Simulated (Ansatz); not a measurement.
How the band gap of corundum (α-Al2O3) moves with the method

No measured value is used here.

```csv
level (code),value (eV),cell (Å³/atom)
PBE (Ansatz),6.25 (direct),8.48
rVV10 (Ansatz),5.73,8.81
r²SCAN (Ansatz),___,8.48
G0W0@PBE (Ansatz),9.18 (direct),8.49
```

**Question.** What belongs in the gaps?

**Answer.** 
- r²SCAN (Ansatz, a program for electronic structure), value (eV): 7.15 (direct)

Computed values are for a static lattice.  rVV10: the gap is read on the k mesh or supercell of the run alone and can be too large. Values are at the measured cell; rVV10 at the level's own relaxed cell. Cutoffs and k meshes differ between the levels. Ansatz's density-functional and Hartree–Fock values are scalar-relativistic unless marked +SOC, with PAW data made under PBE.
